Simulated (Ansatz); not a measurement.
# BClH4O: the cost of one run

Method: RKS r2SCAN/def2-SVP, in Ansatz 0.2.0.

## 1. The structure to begin with

Bond lengths: B1–O2 1.760 Å, O2–H3 1.010 Å, B1–H4 1.190 Å, B1–Cl5 1.860 Å. Angles: B1–O2–H3 109.5°, O2–B1–H4 120.0°, O2–B1–Cl5 120.0°, H4–B1–Cl5 120.0°.

Structure file:

```xyz
7

B     0.0000    0.0000    0.0000
O     0.0000    0.0000    1.7600
H    -0.9095   -0.2814    2.0971
H     1.0305    0.0000   -0.5950
Cl   -1.6108    0.0000   -0.9300
H    -0.1864    1.4017    0.4698
H    -0.1517    1.1410    1.3187
```

## 2. Pulling towards end A

Springs on the bonds that form and break draw the guess towards this end; the thresholds are loose.

Contents of input.yaml:

```yaml
crystal:
  periodic: [false, false, false]
  atoms:
    - { symbol: B, position_ang: [0.0, 0.0, 0.0] }
    - { symbol: O, position_ang: [0.0, 0.0, 1.76] }
    - { symbol: H, position_ang: [-0.9095, -0.2814, 2.0971] }
    - { symbol: H, position_ang: [1.0305, 0.0, -0.595] }
    - { symbol: Cl, position_ang: [-1.6108, 0.0, -0.93] }
    - { symbol: H, position_ang: [-0.1864, 1.4017, 0.4698] }
    - { symbol: H, position_ang: [-0.1517, 1.141, 1.3187] }
basis:
  gaussian: { orbitals: def2-SVP }
hamiltonian:
  xc: r2scan
relax:
  f_tol: 0.15
  max_steps: 25
  restrain:
    - { distance: [0, 5], at: 2.39, k: 30.0 }
    - { distance: [6, 1], at: 2.21, k: 30.0 }
    - { distance: [0, 1], at: 1.41, k: 30.0 }
    - { distance: [6, 5], at: 0.66, k: 30.0 }
```

The run is started by

```console
> ansatz run input.yaml --threads 1 --pin off --max-ram 2048MiB --backend cpu --events-out ev --progress --plain --runs-dir out
```

Q: Estimate wall time and peak memory on 1 thread of Arm Neoverse V1, shared host.

About 30 s, with a peak of 0.13 GiB.
